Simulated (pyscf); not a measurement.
`[CH3][AlH][CH3]` + `[ClH]` -> `[CH4]` + `[CH3][AlH][Cl]` (four-centre exchange; singlet surface; Al–C, Cl–H broken, C–H, Al–Cl formed). Single points on ωB97X-D3(BJ)/def2-SVP structures (PySCF, gas phase). Energies in kJ/mol from the separated reactants.

```json
[
 {"level": "ωB97X-D3(BJ)/def2-TZVP", "barrier": "-8.2", "reaction energy": "-187.3"},
 {"level": "r²SCAN/def2-TZVP", "barrier": "(withheld)", "reaction energy": "-186.7"},
 {"level": "B3LYP-D3(BJ)/def2-TZVP", "barrier": "(withheld)", "reaction energy": "(withheld)"},
 {"level": "PBE0-D3(BJ)/def2-TZVP", "barrier": "-15.4", "reaction energy": "-181.3"},
 {"level": "ωB97M-D3(BJ)/def2-TZVP", "barrier": "0.9", "reaction energy": "-181.7"},
 {"level": "HF/def2-TZVP", "barrier": "62.8", "reaction energy": "-198.4"}
]
```

Problem. What belongs in the gaps?

Solution. 
- r²SCAN/def2-TZVP, barrier: -18.8
- B3LYP-D3(BJ)/def2-TZVP, barrier: -3.0
- B3LYP-D3(BJ)/def2-TZVP, reaction energy: -184.8

On the reactant side the descent ends in an adduct with a Al–Cl contact, 34.6 kJ/mol under the separated species and 26.4 kJ/mol under the saddle at ωB97X-D3(BJ)/def2-TZVP. At ωB97X-D3(BJ), r²SCAN, B3LYP-D3(BJ), PBE0-D3(BJ) the saddle lies under the separated reactants, which points to a path from their complex (located at ωB97X-D3(BJ) alone). What is counted as formed (Al–Cl) is already present as a longer contact in the reactant adduct; forming that adduct is a step of its own. This is the saddle that the search found; another between the same sides may lie lower.
